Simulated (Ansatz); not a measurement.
**Isomers**

Structures of CH$_{5}$NSi, closed shell, relaxed at PBE0-D4/def2-TZVP (vibrations not checked; lower isomers may exist, and structures with a doubtful reference or unclear bonds are left out). Ansatz 0.2.0; basis: def2-TZVPP; cores frozen in the correlated methods. B3LYP uses VWN-RPA correlation.

Q: Rank them by CCSD(T) energy, lowest first, and give each one's height above the lowest. Links in brackets join atoms within 1.22 times the sum of their covalent radii (1.1 for two metals). (An estimate is asked for; the value comes from the calculation.)
A.
CH₅NSi ([CH3][SiH][NH])
```
8
angstrom
C -0.7175 0.8392 -0.4472
Si 0.5853 -0.3525 0.0963
N 0.2345 -1.5034 1.1415
H -0.8584 0.7873 -1.5304
H -0.4247 1.8652 -0.2074
H -1.6602 0.6082 0.0498
H 1.9038 -0.0808 -0.5506
H 0.9372 -2.1631 1.4480
```
B.
CH₅NSi ([CH2][NH][SiH2])
```
8
angstrom
C -0.8655 0.6454 -0.6280
Si 1.1098 -1.2790 0.2265
N 0.2283 0.3332 -0.0310
H -1.5591 -0.1442 -0.8934
H -1.0937 1.6734 -0.8867
H 0.8176 1.1304 0.1940
H 1.3663 -0.9828 1.6885
H -0.1590 -2.0989 0.3310
```
C.
a complex of CH₃NSi ([CH][N][SiH2]) + H₂
```
8
angstrom
C -0.6596 0.7208 -0.5286
N 0.0045 -0.1591 -0.2070
Si 1.1855 -1.3384 0.6251
H 0.6010 2.0994 2.1235
H -1.2674 1.5546 -0.8037
H 0.8984 1.4123 2.0745
H 1.8723 -1.6121 -0.6961
H 0.1624 -2.4513 0.5417
```
D.
a complex of HCN ([C][NH]) + SiH₄
```
8
angstrom
N -1.8427 0.7188 -1.5330
C -1.0181 0.3170 -0.8188
Si 1.3874 -1.0179 1.2517
H -2.5500 1.0631 -2.1457
H 2.4253 -1.6041 2.1448
H 0.8613 0.2160 1.8846
H 2.0126 -0.7008 -0.0554
H 0.2998 -2.0111 1.0760
```

A: The calculation gives: A (0.0 kJ/mol), B (130.9 kJ/mol), D (136.1 kJ/mol), C (256.8 kJ/mol). Heights count from the lowest.

Q: Do PBE-D4, r2SCAN-D4, PBE0-D4, B3LYP-D4, wB97M-V, HF, MP2 give the same order? (A judgement: the text doesn't fix the answer.)

A: By the calculation: Lowest first: HF A < D < B < C. The others agree with CCSD(T).

No T1 diagnostic of these runs exceeds 0.026. The T1 diagnostic is large here, which may signal multireference character or strong orbital relaxation, so CCSD(T) is less sure. The restricted Hartree–Fock reference is unstable towards an unrestricted one at one or more of these structures.

For scale, one of the runs: CCSD(T)/def2-TZVPP, 174 basis functions, launched by `ansatz run in.yaml --threads 2 --pin off --events-out ev --progress --plain --max-ram 4352MiB`. Hardware: 2 CPU threads of an Intel Xeon, shared host. Wall time 42 s; peak host memory 1.5 GiB.
